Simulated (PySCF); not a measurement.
## SMILES O=[Si], OSi

Molfile (atoms numbered from 1):
```
OSi
     RDKit          3D

  2  1  0  0  0  0  0  0  0  0999 V2000
    0.7578   -0.0241    0.0569 O   0  0  0  0  0  0  0  0  0  0  0  0
   -0.7655   -0.0159    0.0471 Si  0  0  0  0  0  2  0  0  0  0  0  0
  1  2  2  0
M  RAD  1   2   3
M  END
```

Method: GIAO HSE06/aug-pcSseg-2 magnetisability, rotational g tensor and spin-rotation constants, non-relativistic, gas phase (PySCF 2.14.0). Geometry: PBE0-D3(BJ)/def2-SVP.

Problem. How diamagnetic is it, and how anisotropic?

Solution. Isotropic -339 × 10⁻³⁰ J/T², or -20.4 × 10⁻⁶ cm³/mol; principal values -480, -268, -268 × 10⁻³⁰ J/T², anisotropy 212 × 10⁻³⁰ J/T² (root of half the summed squared differences of the principal values). The susceptibility is in cgs units.

Problem. Split it along the inertial axes a, b, c into diamagnetic and paramagnetic parts about the centre of mass, with the quadrupole moment.

Solution. 
| axis | χ (10⁻⁶ cm³/mol) | diamagnetic (10⁻⁶ cm³/mol) | paramagnetic (10⁻⁶ cm³/mol) | summed x² of all electrons (Å²) | quadrupole Θ (D Å) |
| --- | --- | --- | --- | --- | --- |
| a | -28.9 | -28.9 | 0.0 | 16.1 | -4.13 |
| b | -16.1 | -82.6 | 66.5 | 3.4 | +2.06 |
| c | -16.1 | -82.6 | 66.5 | 3.4 | +2.06 |

Anisotropies 2χaa − χbb − χcc = -25.5 and 2χbb − χaa − χcc = +12.7 × 10⁻⁶ cm³/mol. Θ is traceless in Buckingham's convention.

Problem. And the rotational g tensor?

Solution. 
```
axis  rotational constant (GHz)        g  nuclear part  electronic part
   b                    21.3999  -0.1647        0.5039          -0.6686
   c                    21.3999  -0.1647        0.5039          -0.6686
```
Linear; isotopes 16O, 28Si; no vibrational averaging.
